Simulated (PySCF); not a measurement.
# Two-photon absorption: `InChI=1S/C4H4ClF/c1-2-3-4(5)6/h2H,1H3`

Molfile (atoms numbered from 1):
```
C4H4ClF
     RDKit          3D

 10  9  0  0  0  0  0  0  0  0999 V2000
   -1.5644   -0.2556   -0.4526 C   0  0  0  0  0  0  0  0  0  0  0  0
   -0.5009    0.5693    0.1945 C   0  0  0  0  0  0  0  0  0  0  0  0
    0.7452    0.2162    0.3271 C   0  0  0  0  0  0  0  0  0  0  0  0
    1.9899   -0.1264    0.4344 C   0  0  0  0  0  0  0  0  0  0  0  0
    2.4830   -0.7915    1.4792 F   0  0  0  0  0  0  0  0  0  0  0  0
    3.1969    0.2165   -0.7344 Cl  0  0  0  0  0  0  0  0  0  0  0  0
   -1.1686   -1.2014   -0.8198 H   0  0  0  0  0  0  0  0  0  0  0  0
   -2.3694   -0.4611    0.2589 H   0  0  0  0  0  0  0  0  0  0  0  0
   -2.0095    0.2913   -1.2888 H   0  0  0  0  0  0  0  0  0  0  0  0
   -0.8043    1.5412    0.5845 H   0  0  0  0  0  0  0  0  0  0  0  0
  1  2  1  0
  2  3  2  0
  3  4  2  0
  4  5  1  0
  4  6  1  0
  1  7  1  0
  1  8  1  0
  1  9  1  0
  2 10  1  0
M  END
```

Computed, not measured: PySCF 2.14.0, TDDFT CAM-B3LYP/def2-TZVPD excited states, vertical, gas phase. Geometry: PBE0-D3(BJ)/def2-TZVP.

Q: Give the one- and two-photon strengths of the lowest singlets.

A: δ for parallel linear polarisation; σ at the peak of a Lorentzian of half width 0.1 eV, single beam; Ω is circular over linear.
| state | E (eV) | f | photon λ (nm) | δ (au) | σ (GM) | Ω | main |
| --- | --- | --- | --- | --- | --- | --- | --- |
| S1 | 4.73 | 0.000 | 524 | <0.1 | 0.00 | – | HOMO→LUMO 0.95 |
| S2 | 6.48 | 0.015 | 383 | 98.1 | 1.51 | 0.37 | HOMO→LUMO+1 0.65, HOMO−1→LUMO 0.10 |
| S3 | 6.50 | 0.005 | 381 | 14.4 | 0.22 | 0.53 | HOMO−1→LUMO+1 0.39, HOMO−1→LUMO+4 0.21 |
| S4 | 6.69 | 0.006 | 371 | 31.5 | 0.52 | 0.62 | HOMO→LUMO+2 0.51, HOMO−1→LUMO 0.31 |
| S5 | 6.89 | 0.072 | 360 | 10.8 | 0.19 | 0.65 | HOMO→LUMO+8 0.20, HOMO−1→LUMO 0.16 |
| S6 | 7.26 | 0.758 | 342 | 16.6 | 0.32 | 0.37 | HOMO−1→LUMO 0.31, HOMO→LUMO+2 0.19 |

Among these, the strongest one-photon state is S6, the strongest two-photon state S2, with a dipole change of 1.4 D (relaxed, norm of the difference vector).
